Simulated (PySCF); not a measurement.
**Computed data sheet: `ClCl` (Cl2)**

Cl₂.
Z-matrix (Å and degrees, GFN2-xTB geometry), rows numbered from 1:
```
Cl
Cl  1  2.0166
```

**GFN2-xTB geometry**

| Quantity | Value |
| --- | --- |
| Point group of the GFN2-xTB geometry | D∞h |
| Rotational constant B (linear) of the GFN2-xTB geometry | 7.108 GHz |

CAM-B3LYP/def2-SVPD ground state and vertical TDDFT (core frozen in the response) (PySCF):

| Property | Result |
| --- | --- |
| Dipole moment | 0.00 D |
| HOMO energy | -10.31 eV |
| LUMO energy | -2.44 eV |
| HOMO–LUMO gap | 7.87 eV |
| Lowest singlet excitation | 3.42 eV (363 nm, f = 0.001 summed over 2 states within 0.01 eV) |
| Strongest line among the 8 lowest singlet transitions | S7 at 9.39 eV (132 nm, f = 0.551) |
| Lowest triplet excitation (Tamm–Dancoff) | 2.57 eV |
| Static isotropic polarisability | 30.5 au |
| Electronic spatial extent ⟨r²⟩ about the centre of nuclear charge | 178 bohr² |

Monoisotopic mass (most abundant isotopes): 69.9377 u.

S1 lies 4.45 eV below the HOMO–LUMO gap. The vertical singlet–triplet gap S1 − T1 is 0.85 eV (TDDFT singlet less Tamm–Dancoff triplet). The polarisability is 4.52 Å³ as a volume (1 au = 0.148185 Å³), or 0.90 au for each of the 34 electrons. The principal polarisabilities are 24.7, 24.7 and 41.9 au; their mean is the isotropic value. In wavenumbers S1 is 27600 cm⁻¹ (1 eV = 8065.54 cm⁻¹). Point group D∞h forbids a permanent dipole, so the rigid molecule has no electric-dipole pure rotational spectrum. No computed singlet falls in the visible range (750 to 380 nm, 1.65 to 3.26 eV); S1 lies 0.16 eV above its blue end.

Isolated species at its GFN2-xTB geometry, gas phase.
